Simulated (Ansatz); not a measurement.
`CCC#CF` → `FCC1=CC1`  (isomerisation)

Isolated molecules relaxed with PBE0-D4/def2-TZVP in Ansatz; ΔE leaves out vibrations. CBS: MP2 limit from def2 TZ/QZ plus the TZ coupled-cluster correction, frozen cores. Functionals use def2-TZVPP. B3LYP here is the variant with VWN-RPA as its local correlation; programs differ in this. HSE06 is defined as in plane-wave codes. Each species was taken in one conformer, which may not be the lowest.

`CCC#CF`:

```xyz
10

C     0.124    0.401    1.272
C    -0.413    0.575   -0.145
C     0.004   -0.492   -1.045
C     0.360   -1.380   -1.762
F     0.735   -2.324   -2.535
H    -0.225   -0.538    1.707
H     1.215    0.388    1.275
H    -0.212    1.220    1.911
H    -1.507    0.616   -0.126
H    -0.079    1.534   -0.553
```

`FCC1=CC1`:

Cartesian coordinates in Å:
```
F -0.831 -0.654 -2.179
C -0.122 -1.000 -1.050
C -0.077 0.092 -0.080
C -0.365 1.284 0.311
C 0.449 0.472 1.270
H 0.894 -1.279 -1.352
H -0.596 -1.882 -0.602
H -0.844 2.229 0.126
H 1.513 0.682 1.392
H -0.020 0.057 2.164
```

Problem. Is it downhill or uphill in electronic energy at CCSD(T)/CBS, and by how much? (An estimate is asked.)

Solution. The calculation gave: Uphill: ΔE = +0.20 eV.

Problem. What do these levels give: r2SCAN-D4, B3LYP-D4, HSE06-D4, ωB97M-V, PBE-QIDH, HSE06, MP2/def2-SVP, HF/def2-TZVPP, SCS-MP2/def2-TZVPP, CCSD/def2-TZVPP, CCSD(T)/def2-TZVPP, SCS-MP2/def2-QZVPP? (An estimate is asked.)

Solution. Computed: r2SCAN-D4 0.10, B3LYP-D4 0.21, HSE06-D4 0.07, ωB97M-V 0.15, PBE-QIDH 0.12, HSE06 0.08, MP2/def2-SVP 0.28, HF/def2-TZVPP 0.29, SCS-MP2/def2-TZVPP 0.25, CCSD/def2-TZVPP 0.22, CCSD(T)/def2-TZVPP 0.22, SCS-MP2/def2-QZVPP 0.24 eV.

Problem. What do rigid-rotor, harmonic-oscillator terms from PBE0-D4/def2-TZVP frequencies (298.15 K, 1 bar) make of the CCSD(T)/CBS value? (Estimate.)

Solution. Ansatz gave: ΔZPE = 0.00 eV, ΔH = +0.19 eV, ΔS = -7 J/(mol·K), ΔG = +0.21 eV.

Largest T1 diagnostic among the species: 0.011.

Leaving LDA and LC-ωPBE aside and taking each functional with its dispersion term where it has one, the values, not all of them listed here, spread over 0.18 eV, from PBE0-D4 to B2PLYP. LDA lies −0.05 eV from PBE without D4. In def2-TZVPP, CCSD(T) changes the Hartree–Fock value by −0.07 eV (the triples alone add −0.01 eV) and MP2 by −0.07 eV.
